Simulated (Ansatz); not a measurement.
Relaxation of BF₂H (4 atoms, charge 0, multiplicity 1), to a largest force component of 0.02 eV/Å in at most 40 steps.

Method: RKS B3LYP-D4/6-31G* in Ansatz 0.2.0.

```xyz
4
Properties=species:S:1:pos:R:3
B 0.000 0.000 0.000
F 0.000 0.000 1.320
H 1.030 0.000 -0.595
F -1.143 0.000 -0.660
```

Where does it end, and by what steps?

It converged. After 2 steps the energy has fallen by 0.004 eV; F4 moved furthest, 0.01 Å.

| step | energy less start (eV) | largest force component (eV/Å) | accepted |
| --- | --- | --- | --- |
| 0 | 0.0000 | 0.196 | yes |
| 1 | -0.0026 | 0.125 | yes |
| 2 | -0.0036 | 0.004 | yes |

```xyz
4
Properties=species:S:1:pos:R:3
B 0.007 0.000 -0.004
F -0.012 0.000 1.315
H 1.037 0.000 -0.599
F -1.145 0.000 -0.647
```

The run took 3.5 s on 1 thread of AMD EPYC 7R43 64-Core Processor (Zen 3) (shared host), peak memory 0.12 GiB.
